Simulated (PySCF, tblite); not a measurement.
**boranyloxyborane (B2H4O): dynamics, then NMR shifts and electronic excitations on frames**

Aim: move boranyloxyborane (B2H4O) (`BOB`) away from its starting geometry and see how NMR shifts and electronic excitations follow the geometry.

Programs: tblite 0.8.0 and PySCF 2.14.0, with density-fitted response routines of our own. Each step states its level of theory. These are calculated values for one molecule in the gas phase, unless marked as measured. Atoms count from 0, in the outputs and in this text.

### Step 1. The molecule as given

7 atoms, charge 0, multiplicity 1; geometry from: GFN2-xTB.

Bonds of the start (Å): B0–O1 1.29, O1–B2 1.29, B0–H3 1.18, B0–H4 1.18, B2–H5 1.18, B2–H6 1.18.

### Step 2. Thermal motion with GFN2-xTB

Job settings and geometry (Å):

```
{"job": {"kind": "md", "xc": "GFN2-xTB", "basis": "xTB", "temperature": 300, "steps": 2000, "every": 50, "frames": 5}, "charge": 0, "multiplicity": 1}
B     -1.287132    -0.053203    -0.122349
O      0.000666     0.001477    -0.002919
B      1.288730     0.054567     0.114889
H     -1.810835     0.494586    -1.027136
H     -1.921455    -0.648948     0.675049
H      1.780026     0.931701     0.733063
H      1.953334    -0.775275    -0.397676
```

Level: GFN2-xTB Langevin dynamics, gas phase.

Started as:

```bash
OMP_NUM_THREADS=1 python probes_run.py task.json out
```

The driver reads the jobs from task.json and runs them one after another.

The log of the run:

```text
t/fs     T/K      E/eV
    0.0   242.7   -235.74715
   25.0   107.7   -235.54387
   50.0   115.7   -235.47849
   75.0   339.7   -235.62182
  100.0   228.9   -235.45007
  125.0   605.0   -235.61098
  150.0   563.0   -235.49793
  175.0   468.5   -235.52399
  200.0   556.9   -235.62839
  225.0   412.7   -235.46009
  250.0   259.3   -235.42486
  275.0   289.4   -235.53127
  300.0   331.2   -235.61528
  325.0   351.2   -235.57862
  350.0   363.7   -235.55880
  375.0   340.7   -235.50398
  400.0   525.5   -235.63125
  425.0   429.2   -235.56143
  450.0   452.7   -235.53137
  475.0   252.0   -235.47508
  500.0   365.2   -235.57443
  525.0   198.2   -235.57388
  550.0   276.8   -235.58953
  575.0   214.4   -235.51265
  600.0   351.2   -235.54293
  625.0   398.7   -235.48627
  650.0   445.1   -235.46775
  675.0   350.0   -235.51914
  700.0   387.2   -235.53737
  725.0   341.6   -235.44542
  750.0   261.2   -235.39324
  775.0   190.4   -235.45461
  800.0   273.5   -235.45683
  825.0   255.7   -235.55430
  850.0   331.3   -235.64231
  875.0   268.6   -235.62978
  900.0   202.2   -235.56413
  925.0   307.0   -235.61695
  950.0   240.3   -235.52165
  975.0   322.1   -235.54480
 1000.0   302.1   -235.41516
```

It took 2.5 s on 1 thread of Arm Neoverse V2, shared host; peak memory 0.18 GiB.

Distance from the start (root mean square after alignment): 0 fs 0.00 Å, 200 fs 0.09 Å, 400 fs 0.09 Å, 600 fs 0.11 Å, 800 fs 0.14 Å, 1000 fs 0.18 Å.

Positions (Å) and forces (eV/Å) at 1000 fs:

```xyz
7

B    -1.951    0.234    0.743    1.517   -0.697    0.145
O    -1.529   -0.870    1.329   -0.069    1.629   -0.421
B    -1.107   -2.030    1.694   -0.846   -0.483   -0.858
H    -1.958    0.169   -0.449   -0.351    0.256    0.279
H    -1.890    1.248    1.351   -0.592   -0.126   -0.068
H     0.002   -2.354    1.720    0.551    0.178    0.247
H    -1.963   -2.818    1.629   -0.209   -0.758    0.676
```

### Step 3. Shielding tensors: 250 fs, PBE0/pcSseg-1

Job settings and geometry (Å):

```
{"job": {"kind": "nmr", "xc": "PBE0", "basis": "pcSseg-1", "pop": false}, "charge": 0, "multiplicity": 1}
B     -1.839600     0.152200     0.161900
O     -0.696000    -0.312100     0.563100
B      0.377100    -0.945500     1.042800
H     -2.863100    -0.207600     0.630600
H     -1.572200     0.904900    -0.739100
H      0.663200    -1.992500     0.727400
H      1.187000    -0.279400     1.624300
```

With the program's defaults for keys left out, this is: GIAO PBE0/pcSseg-1 NMR shielding, non-relativistic, gas phase.

The log of the run:

```text
coarse grid: 5744 points
cycle   1  E = -127.1066479996  dE =  2.199e-01  |g| = 5.523e-01  |ddm| = 2.044e+00
cycle   2  E = -126.9865947303  dE =  1.201e-01  |g| = 9.766e-01  |ddm| = 8.520e-01
cycle   3  E = -127.1609399232  dE = -1.743e-01  |g| = 4.262e-02  |ddm| = 5.866e-01
cycle   4  E = -127.1613362539  dE = -3.963e-04  |g| = 5.846e-03  |ddm| = 3.161e-02
cycle   5  E = -127.1613465255  dE = -1.027e-05  |g| = 1.198e-03  |ddm| = 7.150e-03
cycle   6  E = -127.1613469769  dE = -4.514e-07  |g| = 1.343e-04  |ddm| = 1.714e-03
final grid: 55112 points
cycle   7  E = -127.1885953326  dE = -2.605e-05  |g| = 7.772e-03  |ddm| = 1.507e-02
cycle   8  E = -127.1885803859  dE =  1.495e-05  |g| = 1.243e-02  |ddm| = 9.195e-03
cycle   9  E = -127.1886064230  dE = -2.604e-05  |g| = 7.450e-04  |ddm| = 6.331e-03
cycle  10  E = -127.1886065870  dE = -1.640e-07  |g| = 6.872e-05  |ddm| = 9.109e-04
cycle  11  E = -127.1886065879  dE = -8.849e-10  |g| = 1.835e-05  |ddm| = 6.361e-05
converged SCF energy = -127.1886065879

GIAO shielding tensors (ppm)
atom      isotropic    diamagn.    paramagn.     s11        s22        s33       span
  0 B       60.068     198.485    -138.417     18.586     53.486    108.133     89.546
  1 O      -19.210     389.978    -409.188   -193.076     -6.837    142.283    335.360
  2 B       55.774     196.572    -140.797      1.381     55.561    110.382    109.001
  3 H       25.994      29.026      -3.032     25.878     25.946     26.158      0.280
  4 H       25.850      30.600      -4.750     24.405     24.697     28.448      4.043
  5 H       26.493      30.999      -4.505     24.805     27.061     27.615      2.810
  6 H       25.960      29.840      -3.880     25.444     25.906     26.530      1.087
```

It took 1.5 s on 1 thread of Arm Neoverse V2, shared host; peak memory 0.32 GiB.

The references, computed at this level on geometries of the same kind, shield at (ppm): 1H TMS 31.72, 17O H2O 336.1, 11B BF3·OEt2 100.1. Their shielding less the atom's gives the shift. The references are single molecules in the gas phase, so shifts against H2O, NH3, PH3, H3PO4 or CFCl3 are not on the usual liquid scales and can be off by tens of ppm. Each atom is listed at this fixed geometry, with no averaging over motion; a spectrum would average atoms that exchange fast.

```tsv
atoms	environment	σ (ppm)	δ (ppm)
H4	hydrogen on a boron bonded to O	25.85	5.87
H6	hydrogen on a boron bonded to O	25.96	5.76
H3	hydrogen on a boron bonded to O	25.99	5.72
H5	hydrogen on a boron bonded to O	26.49	5.22
B2	boron bonded to O, 2 H	55.8	44.3
B0	boron bonded to O, 2 H	60.1	40.0
O1	oxygen bonded to 2 B	-19.2	355.3
```

### Step 4. Ultraviolet spectrum: 250 fs, PBE0/def2-SVPD

Settings changed since step 3:

```diff
@@ -1,2 +1,2 @@
-{"job": {"kind": "nmr", "xc": "PBE0", "basis": "pcSseg-1", "pop": false}, "charge": 0, "multiplicity": 1}
+{"job": {"kind": "uv", "xc": "PBE0", "basis": "def2-SVPD", "nstates": 5, "ntriplets": 0}, "charge": 0, "multiplicity": 1}
 B     -1.839600     0.152200     0.161900
```

Method: TDDFT PBE0/def2-SVPD, vertical, gas phase, core orbitals frozen in the response.

The log of the run:

```text
coarse grid: 5744 points
cycle   1  E = -127.0313234095  dE =  2.013e-01  |g| = 5.244e-01  |ddm| = 3.058e+00
cycle   2  E = -126.9170045889  dE =  1.143e-01  |g| = 9.349e-01  |ddm| = 9.981e-01
cycle   3  E = -127.0837292084  dE = -1.667e-01  |g| = 3.456e-02  |ddm| = 6.391e-01
cycle   4  E = -127.0840107058  dE = -2.815e-04  |g| = 4.927e-03  |ddm| = 6.566e-02
cycle   5  E = -127.0840182576  dE = -7.552e-06  |g| = 8.198e-04  |ddm| = 1.332e-02
final grid: 55112 points
cycle   6  E = -127.1111565427  dE = -2.052e-05  |g| = 7.406e-03  |ddm| = 3.403e-02
cycle   7  E = -127.1111402371  dE =  1.631e-05  |g| = 1.220e-02  |ddm| = 1.473e-02
cycle   8  E = -127.1111672187  dE = -2.698e-05  |g| = 5.121e-04  |ddm| = 8.443e-03
cycle   9  E = -127.1111673054  dE = -8.678e-08  |g| = 8.174e-05  |ddm| = 1.291e-03
cycle  10  E = -127.1111673067  dE = -1.255e-09  |g| = 1.963e-05  |ddm| = 9.075e-05
cycle  11  E = -127.1111673068  dE = -7.907e-11  |g| = 4.620e-06  |ddm| = 2.648e-05
converged SCF energy = -127.1111673068

Static polarisability (au): isotropic 35.433, principal 27.515 30.137 48.648

Singlet excitations
state   eV       nm        f      main configurations
  1   5.8544    211.8   0.00275   H->L 0.86
  2   6.0962    203.4   0.00073   H->L+1 0.58, H-1->L 0.39
  3   7.0872    174.9   0.27070   H-1->L 0.47, H->L+1 0.32, H-1->L+1 0.10
  4   7.4529    166.4   0.10657   H-1->L+1 0.81, H->L+1 0.08
  5   8.0209    154.6   0.02384   H->L+2 0.97
```

It took 1.9 s on 1 thread of Arm Neoverse V2, shared host; peak memory 0.39 GiB.

Frontier orbitals and where they lie:

```tsv
orbital	eV	atoms
HOMO−3	-12.68	O1 48 %, B2 20 %, H6 12 %
HOMO−2	-12.01	B0 34 %, H3 19 %, O1 17 %
HOMO−1	-9.20	O1 24 %, B2 24 %, B0 15 %
HOMO	-8.54	O1 30 %, B0 20 %, B2 15 %
LUMO	-1.09	B2 36 %, O1 24 %, B0 17 %
LUMO+1	-0.51	B0 32 %, O1 28 %, B2 14 %
LUMO+2	0.68	B2 45 %, B0 38 %, O1 4 %
```

With each of the 5 states as a Gaussian band of 0.4 eV half-width at 1/e, the curve within the window shown has maxima at 210 nm (ε 130), 173 nm (ε 13,000) L/(mol cm). Beyond the last state computed it falls off for lack of states. The curve at chosen wavelengths:

```csv
nm,ε (L/mol/cm)
149,590
152,1064
156,1976
159,3228
163,6090
166,8864
170,12124
173,13133
177,11734
180,9138
183,6206
187,3039
190,1560
194,568
197,271
201,145
204,130
207,133
211,134
214,126
218,104
221,83
225,57
228,40
232,23
235,14
```

Ground-state properties from the same run:

```tsv
property	computed
dipole moment (D)	0.46
polarisability (Å³)	5.25
HOMO–LUMO gap (eV)	7.45
−ε(HOMO) (eV)	8.54
```

### Step 5. NMR shieldings: 425 fs, PBE0/pcSseg-1

Job settings and geometry (Å):

```
{"job": {"kind": "nmr", "xc": "PBE0", "basis": "pcSseg-1", "pop": false}, "charge": 0, "multiplicity": 1}
B     -1.688400     0.001300    -0.102600
O     -1.257100    -0.821100     0.783000
B     -1.021500    -1.743900     1.619100
H     -1.192800     0.914700    -0.537600
H     -2.800900    -0.138300    -0.501700
H     -1.223600    -1.474600     2.745800
H     -0.457300    -2.688300     1.245200
```

With the program's defaults for keys left out, this is: GIAO PBE0/pcSseg-1 NMR shielding, non-relativistic, gas phase.

The log of the run:

```text
coarse grid: 5744 points
cycle   1  E = -127.1071710524  dE =  3.359e-01  |g| = 5.366e-01  |ddm| = 2.065e+00
cycle   2  E = -127.0204454511  dE =  8.673e-02  |g| = 8.770e-01  |ddm| = 7.420e-01
cycle   3  E = -127.1573785492  dE = -1.369e-01  |g| = 4.409e-02  |ddm| = 4.976e-01
cycle   4  E = -127.1577961407  dE = -4.176e-04  |g| = 5.894e-03  |ddm| = 3.173e-02
cycle   5  E = -127.1578067269  dE = -1.059e-05  |g| = 1.307e-03  |ddm| = 7.534e-03
cycle   6  E = -127.1578072641  dE = -5.372e-07  |g| = 7.165e-05  |ddm| = 1.812e-03
final grid: 55112 points
cycle   7  E = -127.1861994537  dE = -3.310e-05  |g| = 9.456e-03  |ddm| = 1.910e-02
cycle   8  E = -127.1861807296  dE =  1.872e-05  |g| = 1.454e-02  |ddm| = 1.043e-02
cycle   9  E = -127.1862155346  dE = -3.481e-05  |g| = 7.966e-04  |ddm| = 6.935e-03
cycle  10  E = -127.1862157272  dE = -1.926e-07  |g| = 1.094e-04  |ddm| = 9.785e-04
cycle  11  E = -127.1862157294  dE = -2.155e-09  |g| = 2.113e-05  |ddm| = 9.345e-05
cycle  12  E = -127.1862157295  dE = -8.490e-11  |g| = 4.916e-06  |ddm| = 1.665e-05
converged SCF energy = -127.1862157295

GIAO shielding tensors (ppm)
atom      isotropic    diamagn.    paramagn.     s11        s22        s33       span
  0 B       59.311     194.343    -135.032      5.883     56.057    115.993    110.110
  1 O        3.978     386.581    -382.603   -163.279     82.577     92.636    255.915
  2 B       61.378     197.733    -136.356     18.190     53.521    112.421     94.231
  3 H       26.207      31.748      -5.541     23.328     27.107     28.186      4.859
  4 H       26.164      28.481      -2.317     25.455     25.839     27.197      1.742
  5 H       26.396      29.365      -2.969     25.958     26.308     26.923      0.965
  6 H       26.507      30.592      -4.085     26.270     26.504     26.746      0.476
```

Wall time 1.4 s (1 thread of Arm Neoverse V2, shared host); peak memory 0.39 GiB.

This run: δ B0 40.8, B2 38.7, O1 332.1, H4 5.55, H3 5.51 ppm.

### Step 6. Ultraviolet spectrum: 425 fs, PBE0/def2-SVPD

Settings changed since step 5:

```diff
@@ -1,2 +1,2 @@
-{"job": {"kind": "nmr", "xc": "PBE0", "basis": "pcSseg-1", "pop": false}, "charge": 0, "multiplicity": 1}
+{"job": {"kind": "uv", "xc": "PBE0", "basis": "def2-SVPD", "nstates": 5, "ntriplets": 0}, "charge": 0, "multiplicity": 1}
 B     -1.688400     0.001300    -0.102600
```

With the program's defaults for keys left out, this is: TDDFT PBE0/def2-SVPD, vertical, gas phase, core orbitals frozen in the response.

The log of the run:

```text
coarse grid: 5744 points
cycle   1  E = -127.0309373762  dE =  3.179e-01  |g| = 5.088e-01  |ddm| = 3.394e+00
cycle   2  E = -126.9481001448  dE =  8.284e-02  |g| = 8.394e-01  |ddm| = 1.085e+00
cycle   3  E = -127.0794027254  dE = -1.313e-01  |g| = 3.645e-02  |ddm| = 6.286e-01
cycle   4  E = -127.0797113611  dE = -3.086e-04  |g| = 4.991e-03  |ddm| = 7.214e-02
cycle   5  E = -127.0797192534  dE = -7.892e-06  |g| = 9.694e-04  |ddm| = 1.645e-02
final grid: 55112 points
cycle   6  E = -127.1079194617  dE = -2.757e-05  |g| = 9.005e-03  |ddm| = 3.459e-02
cycle   7  E = -127.1078989155  dE =  2.055e-05  |g| = 1.426e-02  |ddm| = 1.823e-02
cycle   8  E = -127.1079350545  dE = -3.614e-05  |g| = 5.506e-04  |ddm| = 1.053e-02
cycle   9  E = -127.1079351549  dE = -1.004e-07  |g| = 1.241e-04  |ddm| = 1.613e-03
cycle  10  E = -127.1079351577  dE = -2.863e-09  |g| = 1.637e-05  |ddm| = 1.634e-04
cycle  11  E = -127.1079351578  dE = -5.505e-11  |g| = 2.185e-06  |ddm| = 2.413e-05
converged SCF energy = -127.1079351578

Static polarisability (au): isotropic 34.608, principal 27.829 27.979 48.017

Singlet excitations
state   eV       nm        f      main configurations
  1   6.0697    204.3   0.00040   H->L 0.84, H->L+1 0.10
  2   6.3039    196.7   0.00010   H-1->L+1 0.83, H-1->L 0.11
  3   7.0028    177.0   0.05358   H->L+1 0.76, H-1->L 0.13, H->L 0.09
  4   7.3001    169.8   0.34157   H-1->L 0.74, H-1->L+1 0.11, H->L+1 0.11
  5   8.2074    151.1   0.03174   H->L+2 0.96
```

It took 1.8 s on 1 thread of Arm Neoverse V2, shared host; peak memory 0.4 GiB.

Key values: HOMO -8.72 eV, LUMO -0.70 eV; lowest singlet 6.07 eV.

### Step 7. NMR shieldings: 625 fs, PBE0/pcSseg-1

Job settings and geometry (Å):

```
{"job": {"kind": "nmr", "xc": "PBE0", "basis": "pcSseg-1", "pop": false}, "charge": 0, "multiplicity": 1}
B     -1.490000     0.452500    -0.316500
O     -1.470000    -0.428600     0.616200
B     -1.141700    -1.505300     1.226100
H     -0.644500     0.626300    -1.102700
H     -2.452900     1.169100    -0.451600
H     -0.200700    -1.482700     1.930900
H     -1.785900    -2.457000     0.997100
```

Level: GIAO PBE0/pcSseg-1 NMR shielding, non-relativistic, gas phase.

The log of the run:

```text
coarse grid: 5744 points
cycle   1  E = -127.1075892675  dE =  3.009e-01  |g| = 5.476e-01  |ddm| = 2.062e+00
cycle   2  E = -127.0166901039  dE =  9.090e-02  |g| = 8.949e-01  |ddm| = 7.863e-01
cycle   3  E = -127.1594389625  dE = -1.427e-01  |g| = 4.300e-02  |ddm| = 5.331e-01
cycle   4  E = -127.1598363742  dE = -3.974e-04  |g| = 5.747e-03  |ddm| = 3.194e-02
cycle   5  E = -127.1598459803  dE = -9.606e-06  |g| = 1.431e-03  |ddm| = 6.941e-03
final grid: 55112 points
cycle   6  E = -127.1885408969  dE = -2.821e-05  |g| = 9.663e-03  |ddm| = 1.741e-02
cycle   7  E = -127.1885191199  dE =  2.178e-05  |g| = 1.517e-02  |ddm| = 1.130e-02
cycle   8  E = -127.1885571921  dE = -3.807e-05  |g| = 5.854e-04  |ddm| = 7.556e-03
cycle   9  E = -127.1885572990  dE = -1.069e-07  |g| = 1.135e-04  |ddm| = 7.598e-04
cycle  10  E = -127.1885573013  dE = -2.332e-09  |g| = 4.063e-05  |ddm| = 9.942e-05
cycle  11  E = -127.1885573017  dE = -3.947e-10  |g| = 7.366e-06  |ddm| = 3.523e-05
converged SCF energy = -127.1885573017

GIAO shielding tensors (ppm)
atom      isotropic    diamagn.    paramagn.     s11        s22        s33       span
  0 B       58.567     195.893    -137.326      5.609     56.781    113.312    107.703
  1 O       12.472     390.466    -377.994   -168.343     13.390    192.368    360.711
  2 B       56.504     196.284    -139.781      7.725     50.835    110.951    103.227
  3 H       25.993      31.382      -5.389     24.105     26.216     27.658      3.553
  4 H       25.828      28.461      -2.633     24.962     25.739     26.784      1.822
  5 H       26.126      30.526      -4.399     25.956     26.082     26.342      0.386
  6 H       26.287      29.320      -3.033     26.015     26.216     26.629      0.614
```

It took 1.4 s on 1 thread of Arm Neoverse V2, shared host; peak memory 0.4 GiB.

In short: δ B2 43.6, B0 41.5, O1 323.6, H4 5.89, H3 5.72 ppm.

### Step 8. Excited states and response: 625 fs, PBE0/def2-SVPD

Settings changed since step 7:

```diff
@@ -1,2 +1,2 @@
-{"job": {"kind": "nmr", "xc": "PBE0", "basis": "pcSseg-1", "pop": false}, "charge": 0, "multiplicity": 1}
+{"job": {"kind": "uv", "xc": "PBE0", "basis": "def2-SVPD", "nstates": 5, "ntriplets": 0}, "charge": 0, "multiplicity": 1}
 B     -1.490000     0.452500    -0.316500
```

With the program's defaults for keys left out, this is: TDDFT PBE0/def2-SVPD, vertical, gas phase, core orbitals frozen in the response.

The log of the run:

```text
coarse grid: 5744 points
cycle   1  E = -127.0320168468  dE =  2.825e-01  |g| = 5.198e-01  |ddm| = 3.148e+00
cycle   2  E = -126.9453787028  dE =  8.664e-02  |g| = 8.561e-01  |ddm| = 1.126e+00
cycle   3  E = -127.0821291822  dE = -1.368e-01  |g| = 3.590e-02  |ddm| = 6.798e-01
cycle   4  E = -127.0824276466  dE = -2.985e-04  |g| = 4.961e-03  |ddm| = 6.788e-02
cycle   5  E = -127.0824350559  dE = -7.409e-06  |g| = 1.130e-03  |ddm| = 1.295e-02
final grid: 55112 points
cycle   6  E = -127.1108535496  dE = -2.839e-05  |g| = 8.259e-03  |ddm| = 4.002e-02
cycle   7  E = -127.1108370741  dE =  1.648e-05  |g| = 1.290e-02  |ddm| = 1.611e-02
cycle   8  E = -127.1108666426  dE = -2.957e-05  |g| = 5.375e-04  |ddm| = 9.921e-03
cycle   9  E = -127.1108667370  dE = -9.439e-08  |g| = 1.210e-04  |ddm| = 1.337e-03
cycle  10  E = -127.1108667397  dE = -2.684e-09  |g| = 3.886e-05  |ddm| = 1.754e-04
cycle  11  E = -127.1108667401  dE = -3.685e-10  |g| = 7.024e-06  |ddm| = 6.322e-05
converged SCF energy = -127.1108667401

Static polarisability (au): isotropic 34.517, principal 26.954 30.060 46.536

Singlet excitations
state   eV       nm        f      main configurations
  1   5.6644    218.9   0.00098   H->L 0.92
  2   6.0330    205.5   0.00677   H->L+1 0.66, H-1->L 0.32
  3   7.0343    176.3   0.22041   H-1->L 0.60, H->L+1 0.28
  4   7.4909    165.5   0.06530   H-1->L+1 0.88
  5   7.8549    157.8   0.04031   H->L+2 0.97
```

It took 1.9 s on 1 thread of Arm Neoverse V2, shared host; peak memory 0.4 GiB.

This run: HOMO -8.35 eV, LUMO -1.07 eV; lowest singlet 5.66 eV.

### Step 9. Nuclear shieldings: 800 fs, PBE0/pcSseg-1

Job settings and geometry (Å):

```
{"job": {"kind": "nmr", "xc": "PBE0", "basis": "pcSseg-1", "pop": false}, "charge": 0, "multiplicity": 1}
B     -1.992700     0.512700     0.291600
O     -1.502200    -0.542600     0.814100
B     -0.808200    -1.489500     1.305800
H     -1.276100     1.182900    -0.464500
H     -3.074600     0.823900     0.872900
H     -0.027500    -1.186800     2.164100
H     -0.859600    -2.630100     0.952600
```

Level: GIAO PBE0/pcSseg-1 NMR shielding, non-relativistic, gas phase.

The log of the run:

```text
coarse grid: 5744 points
cycle   1  E = -127.1043989892  dE =  2.724e-01  |g| = 5.547e-01  |ddm| = 2.040e+00
cycle   2  E = -127.0068756153  dE =  9.752e-02  |g| = 9.185e-01  |ddm| = 7.525e-01
cycle   3  E = -127.1577326070  dE = -1.509e-01  |g| = 4.062e-02  |ddm| = 5.150e-01
cycle   4  E = -127.1580815055  dE = -3.489e-04  |g| = 5.870e-03  |ddm| = 2.989e-02
cycle   5  E = -127.1580912508  dE = -9.745e-06  |g| = 1.688e-03  |ddm| = 6.909e-03
final grid: 55112 points
cycle   6  E = -127.1870811016  dE = -2.123e-05  |g| = 1.030e-02  |ddm| = 1.688e-02
cycle   7  E = -127.1870541233  dE =  2.698e-05  |g| = 1.652e-02  |ddm| = 1.200e-02
cycle   8  E = -127.1870994709  dE = -4.535e-05  |g| = 4.893e-04  |ddm| = 7.937e-03
cycle   9  E = -127.1870995466  dE = -7.577e-08  |g| = 1.283e-04  |ddm| = 6.392e-04
cycle  10  E = -127.1870995497  dE = -3.029e-09  |g| = 4.922e-05  |ddm| = 1.120e-04
cycle  11  E = -127.1870995503  dE = -6.175e-10  |g| = 6.792e-06  |ddm| = 4.126e-05
converged SCF energy = -127.1870995503

GIAO shielding tensors (ppm)
atom      isotropic    diamagn.    paramagn.     s11        s22        s33       span
  0 B       62.344     197.781    -135.437     24.724     53.588    108.721     83.998
  1 O       -7.171     389.044    -396.215   -162.287     47.664     93.109    255.396
  2 B       61.424     197.649    -136.225     15.749     55.218    113.304     97.555
  3 H       25.429      30.016      -4.587     24.847     25.557     25.883      1.035
  4 H       25.274      26.439      -1.165     24.156     24.734     26.930      2.774
  5 H       26.127      30.436      -4.309     25.534     26.187     26.662      1.128
  6 H       25.881      29.332      -3.451     24.797     26.013     26.835      2.038
```

Wall time 1.4 s (1 thread of Arm Neoverse V2, shared host); peak memory 0.4 GiB.

In short: δ B2 38.6, B0 37.7, O1 343.3, H4 6.44, H3 6.29 ppm.

[end of part 1 of 2]
